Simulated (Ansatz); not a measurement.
# C2H6Si: one species, many methods

Aim: compute C2H6Si with functionals from several rungs and with coupled cluster, and see how far each lands from CCSD(T) at the basis-set limit for the atomisation energy.

Computed with Ansatz 0.2.0, Gaussian basis. Level: functionals in def2-TZVPP, the program's frozen cores in correlated methods.

Levels to be run: LDA (SPW92), PBE-D4, revPBE-D4, BLYP-D4, r2SCAN-D4, B97M-V, PBE0-D4, B3LYP-D4, r2SCANh-D4, r2SCAN0-D4, HSE06-D4, BHLYP-D4, CAM-B3LYP-D4, LC-ωPBE, ωB97X-V, ωB97M-V, B2PLYP, PBE-QIDH; CCSD(T)/def2-SVP; CCSD(T)/def2-TZVPP; MP2/def2-QZVPP; extrapolation to the limit; RPA on PBE.

### Step 1. Structure used throughout

All runs share one geometry, relaxed beforehand with PBE0-D4 in a triple-zeta def2 set.

SMILES `CC[SiH]`, 9 atoms, charge 0, spin multiplicity 1.

Atoms are counted from 1 here; the program's logs count them from 0.

Bond lengths: C1–C2 1.523 Å, C1–H4 1.094 Å, C1–H5 1.093 Å, C1–H6 1.092 Å, C2–Si3 1.891 Å, C2–H7 1.095 Å, C2–H8 1.111 Å, Si3–H9 1.532 Å. Angles: C2–C1–H4 112.0°, C2–C1–H5 111.1°, C2–C1–H6 111.0°, H4–C1–H5 107.1°, H4–C1–H6 108.1°, H5–C1–H6 107.3°, C1–C2–Si3 121.0°, C1–C2–H7 111.7°, C1–C2–H8 109.8°, Si3–C2–H7 110.3°, Si3–C2–H8 97.9°, H7–C2–H8 104.1°, C2–Si3–H9 94.7°.

### Step 2. LDA

This LDA is Slater exchange with PW92 correlation.

in.yaml reads:

```yaml
crystal:
  periodic: [false, false, false]
  atoms:
    - {symbol: C, position_ang: [-0.593649, 0.495630, -0.562686]}
    - {symbol: C, position_ang: [0.423365, -0.563784, -0.158935]}
    - {symbol: Si, position_ang: [1.475095, -0.358709, 1.398746]}
    - {symbol: H, position_ang: [-1.208920, 0.173079, -1.407670]}
    - {symbol: H, position_ang: [-0.097965, 1.423034, -0.860459]}
    - {symbol: H, position_ang: [-1.258430, 0.736271, 0.269466]}
    - {symbol: H, position_ang: [1.050953, -0.864794, -1.004288]}
    - {symbol: H, position_ang: [-0.103050, -1.497651, 0.133405]}
    - {symbol: H, position_ang: [0.401098, 0.410624, 2.175321]}
basis:
  gaussian: {orbitals: def2-TZVPP}
hamiltonian: {xc: lda}
output: {orbitals: {seedname: orbitals}}
```

After this run come: PBE-D4 (GGA); revPBE-D4 (GGA); BLYP-D4 (GGA); r2SCAN-D4 (meta-GGA); B97M-V (meta-GGA); PBE0-D4 (hybrid); B3LYP-D4 (hybrid); r2SCANh-D4 (hybrid); r2SCAN0-D4 (hybrid); HSE06-D4 (hybrid); BHLYP-D4 (hybrid); CAM-B3LYP-D4 (range-separated); LC-ωPBE-D4 (range-separated); ωB97X-V (range-separated); ωB97M-V (range-separated); B2PLYP (double hybrid); PBE-QIDH (double hybrid); CCSD(T) in def2-SVP; CCSD(T) in def2-TZVPP; MP2 in def2-QZVPP; RPA on PBE orbitals.

Before running them: what should the planned runs give, taken together? Wanted: atomisation energy, CCSD(T)/CBS; farthest beyond LDA; mean size of error, GGA; mean size of error, meta-GGA; mean size of error, hybrid; mean size of error, range-separated; mean size of error, double hybrid; gap, smallest and largest; T1 diagnostic.

The runs gave:

| quantity | value |
| --- | --- |
| atomisation energy, CCSD(T)/CBS | 32.535 eV |
| functionals within 0.163 eV (0.5 %) | BLYP-D4, r2SCAN-D4, B97M-V, PBE0-D4, B3LYP-D4, HSE06-D4, CAM-B3LYP-D4, ωB97X-V, ωB97M-V |
| farthest beyond LDA | BHLYP-D4 (-0.592 eV) |
| mean size of error, GGA | 0.244 eV |
| mean size of error, meta-GGA | 0.119 eV |
| mean size of error, hybrid | 0.203 eV |
| mean size of error, range-separated | 0.149 eV |
| mean size of error, double hybrid | 0.287 eV |
| gap, smallest and largest | 1.73 eV (LDA (SPW92)), 8.58 eV (LC-ωPBE) |
| T1 diagnostic | 0.0115 |
| triples share of the correlation energy | 3.7 % |

**Reading.** LDA overbinds by 4.027 eV (12 %). PBE-D4 is off by +0.329 eV. Double hybrids carry the basis error of their MP2 part in triple zeta, and no dispersion term here, so their miss is partly the set-up's. The rungs meta-GGA, range-separated miss on average by less than the doubt on the reference (0.163 eV), so they tie. Misses under about 0.163 eV are within the doubt on the reference itself, which lacks core-valence correlation, relativity and higher excitations. Hartree-Fock recovers 75 % of the binding; the rest is correlation. CCSD(T) in def2-SVP is off by -1.475 eV, worse than the median functional, from the basis alone. Orbital gaps span 1.7 to 8.6 eV; exact exchange widens them. The restricted reference is unstable towards a spin-broken one.
